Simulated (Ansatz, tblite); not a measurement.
**BCl3: charged states by level of theory**

An exercise on one series of results from a longer session: the logs are not shown, and one member is left open.

Program: Ansatz 0.2.0, Gaussian basis. Level of theory: as each input shows. These are calculated values, not measurements.

Levels to be run: charge +1 doublet, at the geometry of the singlet (PBE0-D4/def2-TZVP, PBE-D4/def2-TZVP, r2SCAN-D4/def2-TZVP, B3LYP-D4/def2-TZVP, PBE-QIDH/def2-TZVP, B97M-V/def2-TZVP, r2SCANh-D4/def2-TZVP, ωB97M-V/def2-TZVP, CCSD(T)/def2-TZVPP); charge +1 doublet, relaxed (PBE0-D4/def2-TZVP, PBE-D4/def2-TZVP); the starting singlet's energies come from earlier runs.

### The structure

The singlet was relaxed beforehand with PBE-D4/def2-TZVP.

4 atoms, charge 0, spin multiplicity 1.

Atoms are counted from 1 here; the program's logs count them from 0.

Bond lengths: B1–Cl2 1.748 Å, B1–Cl3 1.748 Å, B1–Cl4 1.748 Å. Angles: Cl2–B1–Cl3 120.0°, Cl2–B1–Cl4 120.0°, Cl3–B1–Cl4 120.0°.

The first run:

Input file in.yaml:

```yaml
crystal:
  periodic: [false, false, false]
  atoms:
    - {symbol: B, position_ang: [-0.000001, -0.000004, 0.000001]}
    - {symbol: Cl, position_ang: [1.747487, -0.027938, 0.013407]}
    - {symbol: Cl, position_ang: [-0.849453, 1.527351, -0.017447]}
    - {symbol: Cl, position_ang: [-0.898033, -1.499410, 0.004038]}
basis:
  gaussian: {orbitals: def2-SVP}
total_charge: 1
magnetization: {spin_polarized: true, initial_magnetization: 1}
hamiltonian: {xc: pbe0, dispersion: d4}
output: {orbitals: {seedname: orbitals}}
```

Started as:

```console
ansatz run in.yaml --threads 2 --pin off --events-out ev --progress --plain --max-ram 4352MiB
```

Steps of the session up to this table: Charge +1 doublet at the fixed geometry, first pass, PBE0-D4/def2-SVP; Charge +1 doublet at the fixed geometry, PBE0-D4/def2-TZVP; Charge +1 doublet at the fixed geometry, PBE-D4/def2-TZVP; Charge +1 doublet at the fixed geometry, r2SCAN-D4/def2-TZVP; Charge +1 doublet at the fixed geometry, B3LYP-D4/def2-TZVP; Charge +1 doublet at the fixed geometry, PBE-QIDH/def2-TZVP; Charge +1 doublet at the fixed geometry, B97M-V/def2-TZVP; Charge +1 doublet at the fixed geometry, r2SCANh-D4/def2-TZVP; Charge +1 doublet at the fixed geometry, ωB97M-V/def2-TZVP; Charge +1 doublet at the fixed geometry, CCSD(T)/def2-TZVPP.

One table of the session follows, with a row left open; its other results are not shown here.

Beside −ε(HOMO) of the starting state:

| level | −ε(HOMO) (eV) | by difference (eV) | mismatch (eV) |
| --- | --- | --- | --- |
| PBE-D4/def2-TZVP | 7.67 | 10.80 | -3.13 |
| r2SCAN-D4/def2-TZVP | 8.03 | 11.07 | -3.03 |
| B97M-V/def2-TZVP | 8.13 | 11.18 | -3.05 |
| r2SCANh-D4/def2-TZVP | 8.56 | 11.24 | -2.68 |
| B3LYP-D4/def2-TZVP | ? | ? | ? |
| PBE0-D4/def2-TZVP | 9.11 | 11.33 | -2.22 |
| ωB97M-V/def2-TZVP | 11.36 | 11.67 | -0.31 |

Q: Estimate the row for B3LYP-D4/def2-TZVP from the others.

**Answer.** −ε(HOMO) (eV): 8.81; by difference (eV): 11.23; mismatch (eV): -2.42. In the column «−ε(HOMO) (eV)» it lies between r2SCANh-D4/def2-TZVP (8.56) and PBE0-D4/def2-TZVP (9.11).
